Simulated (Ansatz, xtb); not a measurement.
Relaxing a trial structure of BH5OSi+

The starting geometry of this gas-phase doublet has its atoms placed at random.

```yaml
atoms:
  - { symbol: B, position_ang: [1.0485, 1.6172, 0.3468] }
  - { symbol: O, position_ang: [0.2513, 0.0689, 1.9228] }
  - { symbol: Si, position_ang: [-0.7524, 0.2205, -0.0759] }
  - { symbol: H, position_ang: [-0.1716, -0.0821, 1.1882] }
  - { symbol: H, position_ang: [0.8823, -0.5854, 1.6442] }
  - { symbol: H, position_ang: [-0.6703, 0.4776, 2.1805] }
  - { symbol: H, position_ang: [0.2906, 1.0196, 1.2541] }
  - { symbol: H, position_ang: [0.4399, -0.9908, -0.5533] }
```

**Question.** Guess where an optimisation with r2SCAN-D4/def2-SVP ends from this start.

**Answer.** It ends as a structure with H8 bridging B1 and Si3, given below by its coordinates. Distances that change by over a tenth: B1–H7 (1.32 → 1.19 Å), O2–H4 (0.86 → 1.17 Å), Si3–H4 (1.42 → 1.90 Å). Contacts that open: O2–H7 (1.16 → 5.99 Å). Contacts that close: B1–Si3 (2.32 → 1.83 Å), B1–H8 (2.83 → 1.33 Å).

The energy falls by 13.70 eV over 38 steps:

```tsv
step	E − E(last) (eV)
1	13.701
5	3.128
9	0.936
13	0.655
17	0.467
22	0.159
26	0.014
30	0.004
34	0.001
38	0.000
```

Final geometry (Å):

```yaml
atoms:
  - { symbol: B, position_ang: [0.8355, 1.6432, -0.9825] }
  - { symbol: O, position_ang: [-0.7717, -1.1234, 2.6048] }
  - { symbol: Si, position_ang: [-0.1465, 0.5683, 0.1326] }
  - { symbol: H, position_ang: [-0.4749, -0.4706, 1.6864] }
  - { symbol: H, position_ang: [-0.1925, -1.9028, 2.7143] }
  - { symbol: H, position_ang: [-0.7782, -0.6150, 3.4394] }
  - { symbol: H, position_ang: [1.3441, 2.3392, -1.8025] }
  - { symbol: H, position_ang: [1.5026, 1.3065, 0.1149] }
```

From the same start GFN2-xTB ends elsewhere, in pieces: BH3Si + H2O.

From so rough a start the end depends on the optimiser's path, so another program may land elsewhere. No frequencies were run, so the end isn't proven a minimum. Open shells are spin-unrestricted. Run with Ansatz 0.2.0, 110 s on 1 thread of Intel(R) Xeon(R) 6975P-C (Granite Rapids), on a shared host.
